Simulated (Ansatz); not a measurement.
This geometry of CH$_{5}$NS$_{2}$ (9 atoms, charge 0, multiplicity 1) is a first-order saddle point.

All numbers below come from Ansatz, RKS PBE/def2-SVP.

```xyz
9
Properties=species:S:1:pos:R:3
N 0.225 0.844 -0.859
C 0.466 0.086 0.334
S 0.905 -1.667 -0.051
S -0.837 0.208 1.697
H -0.678 0.580 -1.276
H 0.148 1.843 -0.625
H 1.363 0.493 0.843
H 0.124 -1.740 -1.165
H -1.715 -0.647 1.101
```

**Question.** Which two structures does it join? (They come from a converged band through this point; their orientation in space is the band's.)

**Answer.** No bond is made or broken. The dihedral H7–C2–S3–H8 goes from 80 to -77°.

Image 0:

```xyz
9
Properties=species:S:1:pos:R:3
N 0.194 1.101 -0.838
C 0.436 0.084 0.134
S 0.656 -1.483 -0.816
S -0.795 -0.099 1.553
H -0.698 0.949 -1.325
H 0.173 2.031 -0.404
H 1.373 0.321 0.681
H 0.456 -2.310 0.248
H -1.795 -0.593 0.767
```

Image 8:

```xyz
9
Properties=species:S:1:pos:R:3
N 0.246 0.820 -0.809
C 0.330 0.001 0.357
S 0.302 -1.781 -0.090
S -0.969 0.218 1.703
H -0.624 0.636 -1.325
H 0.269 1.818 -0.561
H 1.265 0.237 0.907
H 1.174 -1.660 -1.136
H -1.992 -0.289 0.954
```

**Question.** How far does it lie above each of them?

**Answer.** 3.2 kcal/mol above the first and 4.2 kcal/mol above the second. This is the barrier of this one path; another mechanism may lie lower.

Time of the run: 4.5 min on 1 CPU thread of a shared host.
